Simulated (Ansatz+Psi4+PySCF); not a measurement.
**triplet SiH2: levels of theory in one basis**

```yaml
atoms:
  - { symbol: Si, position_ang: [-0.0048, 0.0081, 0.0915] }
  - { symbol: H, position_ang: [0.0017, 1.2740, -0.6737] }
  - { symbol: H, position_ang: [0.0015, -1.2807, -0.6685] }
```

Basis set: cc-pVTZ on H; cc-pV(T+d)Z on Si (spherical functions). Frozen core: 5 orbitals. Correlation on ROHF uses semicanonical orbitals with singles. Charge 0, multiplicity 3.

Computed with Ansatz (development build ahead of 0.2.0) and Psi4 1.11; each method stands on the lowest determinant of its kind that the runs found.

```
      method  E − E(ROHF) (eV)  <S²> of the determinant
        ROHF              0.00                     2.00
         UHF             -0.05                     2.01
    ROHF-MP2             -2.49                        –
     UHF-MP2             -2.50                     2.01
   ROHF-CCSD             -3.10                        –
    UHF-CCSD             -3.10                     2.01
ROHF-CCSD(T)             -3.19                        –
 UHF-CCSD(T)             -3.19                     2.01
```

Caution: another spin multiplicity may lie lower.
